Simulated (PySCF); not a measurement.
# C2F4: the cost of one run

Programs: PySCF 2.14.0, with routines of our own; each step states its level. All values are computed. Atoms count from 0.

## 1. The starting structure

6 atoms, charge 0, multiplicity 3; geometry from: GFN2-xTB.

## 2. Open-shell or spin-flip excitations: unrestricted TDDFT PBE0/def2-SVPD

The job: settings as JSON, then the geometry in Å.

```
{"job": {"kind": "uabs", "xc": "PBE0", "basis": "def2-SVPD", "nstates": 10, "tda": false}, "charge": 0, "multiplicity": 3}
F      2.046088    -0.096844    -0.065885
C      0.884874    -0.691758    -0.116453
C     -0.405166     0.008297     0.007143
F     -0.562965     0.960657    -0.937849
F     -0.529961     0.648884     1.190174
F     -1.429747    -0.827246    -0.098704
```

Method: unrestricted TDDFT PBE0/def2-SVPD, vertical, gas phase, core orbitals frozen in the response.

The run is started by

```console
> OMP_NUM_THREADS=1 python excited_run.py task.json out
```

This one command runs all jobs of the session in turn.

Q: Estimate the wall time and peak memory of this first job on 1 thread of INTEL XEON PLATINUM 8581C at 2.30GHz, shared host.

About 17 s, with a peak of 0.52 GiB.
